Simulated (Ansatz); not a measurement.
# Worked example: Si–NH2⁺, singlet against Si–NH$_{2}$, doublet

Geometry (PBE0/def2-TZVP stationary point of a doublet), kept for both states (Si–NH2, doublet: B2; Si–NH2⁺, singlet: A1):

```xyz
4

Si    0.0000    0.0000    0.6455
N     0.0000    0.0000   -1.0599
H     0.0000    0.8350   -1.6290
H     0.0000   -0.8350   -1.6290
```

Basis cc-pVDZ; Ansatz 0.2.0. Correlated methods freeze the noble-gas cores. R marks a restricted (for open shells ROHF) determinant, U an unrestricted one.

Full CI isn't at hand for all of this; UCCSDT(Q) serves as the reference, and is uncertain by about the last step of the cluster series.

```json
{"level": "UHF", "E(Si–NH2, doublet) (hartree)": "-344.518842", "E(Si–NH2⁺, singlet) (hartree)": "-344.280612"}
{"level": "UMP2", "E(Si–NH2, doublet) (hartree)": "-344.756712", "E(Si–NH2⁺, singlet) (hartree)": "-344.515256"}
{"level": "UCCSD(T)", "E(Si–NH2, doublet) (hartree)": "-344.790185", "E(Si–NH2⁺, singlet) (hartree)": "-344.547750"}
{"level": "PBE", "E(Si–NH2, doublet) (hartree)": "-345.186758", "E(Si–NH2⁺, singlet) (hartree)": "-344.932794"}
{"level": "B3LYP", "E(Si–NH2, doublet) (hartree)": "-345.423270", "E(Si–NH2⁺, singlet) (hartree)": "-345.169526"}
{"level": "UCCSDT(Q)", "E(Si–NH2, doublet) (hartree)": "-344.791644", "E(Si–NH2⁺, singlet) (hartree)": "-344.549260"}
```

Give the vertical gap, Si–NH2⁺ singlet less Si–NH2 doublet, at each level in eV (1 hartree = 27.2114 eV), and each error against UCCSDT(Q).

UCCSDT(Q): (-344.549260 − (-344.791644)) × 27.2114 = 6.596 eV (the reference)
B3LYP: (-345.169526 − (-345.423270)) × 27.2114 = 6.905 eV, error 0.309 eV
PBE: (-344.932794 − (-345.186758)) × 27.2114 = 6.911 eV, error 0.315 eV
UCCSD(T): (-344.547750 − (-344.790185)) × 27.2114 = 6.597 eV, error 0.001 eV
UMP2: (-344.515256 − (-344.756712)) × 27.2114 = 6.570 eV, error -0.026 eV
UHF: (-344.280612 − (-344.518842)) × 27.2114 = 6.483 eV, error -0.113 eV

Total energies of functionals can't be set beside those of wave-function methods, since they hold the core's correlation and their own absolute errors; only the differences compare.

In so small a basis the reference is far from its limit while semilocal and hybrid functionals are nearer theirs, so the functionals' errors here hold much of the reference's basis and frozen-core error, which can add to them or hide them.

Each level lands on the state that its own search finds. T1 diagnostics of restricted CCSD: 0.022 and 0.020.
